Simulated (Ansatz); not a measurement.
Basis-set extrapolation for `[AlH2][SH]` (PBE0-D4/def2-TZVP geometry, frozen core, Ansatz). Multiplicity 1, RHF reference.

|  | def2-TZVPP | def2-QZVPP |
| --- | --- | --- |
| HF | -641.249039 | -641.267521 |
| MP2 correlation | -0.262870 | -0.285181 |
| CCSD(T) correlation | -0.309451 | -0.330030 |

Energies in hartree. Use E(X) = E(∞) + A·exp(−7.88·√X) for Hartree–Fock and E(X) = E(∞) + B·X^(−2.97) for correlation, with X = 3 and 4.

Task: What is the CCSD(T) energy at the basis-set limit?

Result: HF limit: -641.267521 + (-0.018482) × 0.13774 = -641.27007. Correlation limit: -0.330030 + (-0.020579) × 0.74074 = -0.34527. Total: -641.61534 hartree, 149.3 kJ/mol below CCSD(T)/def2-TZVPP.
